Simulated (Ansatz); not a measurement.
## CdCu₂GeSe₄ (I-42m, No. 121)

Computed with r²SCAN (Ansatz, a quantum-chemistry and plane-wave program, plane waves, PAW).

Numerical settings: plane-wave cutoff 560 eV, 14×14×14 k mesh, Fermi–Dirac smearing 0.05 eV, no spin polarisation, scalar-relativistic PAW data made under PBE.

Cell (measured lattice):

Space group I-42m (No. 121); a = b = 5.748 Å, c = 11.053 Å, α = β = γ = 90.00°

```json
[
 {"atom": "Ge", "site": "2b", "symmetry": "-42m", "x": "0.0000", "y": "0.0000", "z": "0.5000"},
 {"atom": "Cu", "site": "4d", "symmetry": "-4..", "x": "0.0000", "y": "0.5000", "z": "0.2500"},
 {"atom": "Se", "site": "8i", "symmetry": "..m", "x": "0.2705", "y": "0.2705", "z": "0.1337"},
 {"atom": "Cd", "site": "2a", "symmetry": "-42m", "x": "0.0000", "y": "0.0000", "z": "0.0000"}
]
```
(The calculation used a cell of 8 atoms; values per cell refer to that cell.)

```json
{
 "band_gap": "0.25 eV (on the SCF k mesh)"
}
```

Measured, for comparison: band gap 1.29 eV (300 K, no zero-point or thermal correction, experimental, cited; as tabulated in Brik et al. (2014), arXiv:1311.6753).

Note: cell and atoms aren't relaxed at this level (largest force component 0.20 eV/Å, pressure 0.9 GPa).

Spin–orbit coupling is not included.

Computed values are for the static lattice.
